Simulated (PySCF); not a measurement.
All values below come from PBE-D3(BJ)/def2-TZVP // B3LYP-D3(BJ)/def2-TZVP in PySCF. Isolated molecules, 0 K electronic values unless said otherwise. 

Reference species (SMILES): `C=C1C[C@@H]1C` (neutral, multiplicity 1).

| Item | Value |
|---|---|
| HOMO–LUMO gap | 5.41 eV |
| HOMO | -6.25 eV |

Changed species: `C[C@]12C[C@H]1C2`.

Question: What does the change do to the HOMO–LUMO gap and HOMO?

Answer: the HOMO–LUMO gap increases by 0.85 eV, to 6.26 eV; the HOMO rises by 0.69 eV, to -5.56 eV.
